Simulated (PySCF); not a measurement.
Process, species as SMILES: N#N (N2) + 3 [H][H] (H2) → 2 N (NH3)
B3LYP-D3(BJ)/def2-TZVP geometries, fixed; electronic energies without zero-point terms.

Basis-set convergence of the energy of full hydrogenation at PBE0 with PySCF. All functions are spherical. Density fitting with generated auxiliary sets. No added dispersion term, no relativity. Functions are those of the species that has most. Reference: the value in aug-pcseg-3, -51.49 kcal/mol, itself unsure by roughly 0.11 kcal/mol (its mean distance from aug-cc-pVQZ, cc-pV5Z, def2-QZVPPD). Deviations are taken from unrounded values.

| basis | functions |
|---|---|
| pcseg-1 | 29 |
| aug-pcseg-1 | 50 |
| pcseg-2 | 72 |
| aug-pcseg-2 | 115 |
| pcseg-3 | 159 |
| aug-pcseg-3 | 232 |

### Question
Which is the smallest pcseg set listed that can be trusted to 2 kcal/mol here, that is, within that of the reference together with its larger relatives (same family, alike in diffuse functions; a set with none to test it counts only in the reference's own line)?

### Answer
The smallest set listed that lies within 2 kcal/mol of the reference with all its larger relatives (same family, alike in diffuse functions; a set with none counts only in the reference's own line) is aug-pcseg-1 (50 functions, -1.67 kcal/mol off). Value minus reference: pcseg-1 5.59, aug-pcseg-1 -1.67, pcseg-2 0.04, aug-pcseg-2 -0.71, pcseg-3 -0.12, aug-pcseg-3 0.00 kcal/mol.
